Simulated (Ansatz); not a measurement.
What does this script print? It uses Ansatz's Python interface.

`run_freq.py`:
```python
import ansatz as az
from ase import Atoms
import numpy as np

BASIS_SET = "def2-TZVP"
XC = "b3lyp"
NET_CHARGE = -1

atoms = Atoms(["C", "N"], positions=[
    (0.0, 0.0, 0.0),
    (0.0, 0.0, 1.465),
])
molecule = az.Crystal.molecule_from_ase(atoms)

calculation = (
    molecule.calculation()
    .basis(gaussian=BASIS_SET)
    .functional(XC)
    .charge(NET_CHARGE)
)
symbols = [site.symbol for site in molecule.cartesian_sites]
start = np.array([site.position_ang for site in molecule.cartesian_sites], dtype=float)
summary = calculation.relax(force_tolerance=0.003).run(threads=1).report
end = np.array(summary["positions_ang"])

print("final positions (A) and the move of each atom")
for symbol, xyz, old in zip(symbols, end, start):
    print(f"{symbol:2s} {xyz[0]:10.5f} {xyz[1]:10.5f} {xyz[2]:10.5f}   {np.linalg.norm(xyz - old):7.4f}")

minimum = az.Crystal.molecule()
for symbol, place in zip(symbols, end):
    minimum = minimum.atom(symbol, place.tolist())
vibrating = (
    minimum.calculation()
    .basis(gaussian=BASIS_SET)
    .functional(XC)
    .charge(NET_CHARGE)
    .phonons(temperatures=(200, 600, 100))
)
vib = vibrating.run(threads=1).report["vibrations"]
sums = vib["harmonic_sums"]
modes = [m["omega_inv_cm"] for m in sums["modes_at_gamma"] if m["rigid_motion"] == "no"]
print("frequencies (1/cm):", " ".join(f"{w:.0f}" for w in modes))
print("imaginary modes:", sum(w < 0 for w in modes), " zero-point energy:", round(sums["zero_point_energy_ev"], 4), "eV")
print("T (K)   F_vib (eV)   S_vib (meV/K)   C_vib (meV/K)")
for row in zip(sums["temperatures_k"], sums["vibrational_free_energy_ev"], vib["entropy_ev_per_k"], vib["heat_capacity_ev_per_k"]):
    print(f"{row[0]:6.1f} {row[1]:11.4f} {1000 * row[2]:13.4f} {1000 * row[3]:15.4f}")
```

Running `python run_freq.py` prints:
```text
final positions (A) and the move of each atom
C     0.00000    0.00000    0.14738    0.1474
N    -0.00000   -0.00000    1.31762    0.1474
frequencies (1/cm): 2141
imaginary modes: 0  zero-point energy: 0.1327 eV
T (K)   F_vib (eV)   S_vib (meV/K)   C_vib (meV/K)
 200.0      0.1327        0.0000          0.0000
 300.0      0.1327        0.0000          0.0003
 400.0      0.1327        0.0003          0.0023
 500.0      0.1326        0.0013          0.0069
 600.0      0.1324        0.0031          0.0135
```

What to keep in mind:
- The frequencies are harmonic and unscaled, in a modest basis.
- b3lyp holds the VWN-RPA fit, as in Gaussian; the form of ORCA and Turbomole is b3lyp5.
- The spin state was assumed, and another may lie lower.
- Anions want diffuse functions, which this basis lacks.
- It ran for 7.8 s on 1 thread of Arm Neoverse V1 (shared host), peak memory 0.17 GiB.
